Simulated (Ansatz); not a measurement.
Conformers of `CCC(C)CC(C)C`, each relaxed with PBE0-D4/def2-TZVP in Ansatz. CBS adds the triple-zeta coupled-cluster correction to the MP2 limit.

Not all of them had a frequency check.

Conformer A:

Cartesian coordinates in Å:
```
C -2.574 -0.499 -1.452
C -1.903 -1.213 -0.288
C -0.832 -0.411 0.458
C -1.407 0.848 1.094
C 0.365 -0.109 -0.440
C 1.561 0.570 0.225
C 2.645 0.837 -0.810
C 2.119 -0.242 1.384
H -3.077 0.416 -1.131
H -3.329 -1.140 -1.912
H -1.858 -0.229 -2.232
H -2.672 -1.513 0.434
H -1.449 -2.142 -0.651
H -0.485 -1.061 1.271
H -2.309 0.621 1.669
H -0.693 1.316 1.776
H -1.672 1.594 0.339
H 0.711 -1.049 -0.891
H 0.036 0.524 -1.273
H 1.231 1.540 0.617
H 3.494 1.367 -0.370
H 2.264 1.439 -1.639
H 3.021 -0.103 -1.227
H 1.392 -0.367 2.189
H 3.002 0.243 1.810
H 2.419 -1.240 1.048
```

Conformer B:

```xyz
26

C     2.228    1.791    1.001
C     1.577    0.466    0.643
C     0.605    0.534   -0.536
C     1.341    0.808   -1.842
C    -0.240   -0.743   -0.647
C    -1.640   -0.664   -0.040
C    -2.402   -1.954   -0.303
C    -1.636   -0.343    1.447
H     2.882    1.687    1.870
H     2.834    2.185    0.183
H     1.472    2.544    1.245
H     2.349   -0.277    0.409
H     1.049    0.081    1.520
H    -0.079    1.376   -0.357
H     0.638    0.912   -2.672
H     1.935    1.723   -1.797
H     2.017   -0.019   -2.081
H     0.302   -1.581   -0.188
H    -0.355   -1.008   -1.704
H    -2.168    0.151   -0.555
H    -1.913   -2.799    0.194
H    -3.426   -1.896    0.075
H    -2.449   -2.180   -1.371
H    -1.162    0.618    1.659
H    -2.657   -0.300    1.836
H    -1.100   -1.114    2.010
```

Conformer C:

```xyz
26

C    -0.723   -2.857    0.744
C    -0.014   -1.695    0.068
C    -0.866   -0.437   -0.090
C    -2.114   -0.696   -0.924
C    -0.073    0.713   -0.709
C     1.187    1.169    0.023
C     1.840    2.314   -0.739
C     0.900    1.578    1.461
H    -0.038   -3.692    0.908
H    -1.557   -3.233    0.148
H    -1.121   -2.560    1.719
H     0.881   -1.449    0.647
H     0.343   -2.004   -0.923
H    -1.194   -0.130    0.912
H    -2.696    0.220   -1.048
H    -2.767   -1.442   -0.468
H    -1.844   -1.054   -1.923
H     0.202    0.430   -1.734
H    -0.741    1.579   -0.807
H     1.900    0.337    0.042
H     2.771    2.630   -0.261
H     1.175    3.183   -0.777
H     2.070    2.027   -1.768
H     0.523    0.745    2.058
H     1.805    1.950    1.949
H     0.152    2.376    1.494
```

Question: Which is lowest in electronic energy at CCSD(T)/CBS (frozen core, def2 sets), and by how much? (Estimate.)

Answer: Ansatz gave: C; A lies 2.6 kJ/mol higher, B lies 7.7 kJ/mol higher.

Question: Give the energies relative to C (kJ/mol) with B2PLYP/def2-TZVPP, r2SCAN/def2-TZVPP, CCSD/def2-TZVPP, CCSD(T)/def2-TZVPP, SCS-MP2/def2-QZVPP, HF/CBS(def2), MP2/CBS(def2). (An estimate is asked.)

Answer: The calculation gave: 
| level | A | B |
| --- | --- | --- |
| B2PLYP/def2-TZVPP | 3.0 | 7.4 |
| r2SCAN/def2-TZVPP | 3.0 | 7.7 |
| CCSD/def2-TZVPP | 2.6 | 7.5 |
| CCSD(T)/def2-TZVPP | 2.5 | 7.5 |
| SCS-MP2/def2-QZVPP | 2.7 | 7.8 |
| HF/CBS(def2) | 3.3 | 7.7 |
| MP2/CBS(def2) | 2.8 | 8.4 |
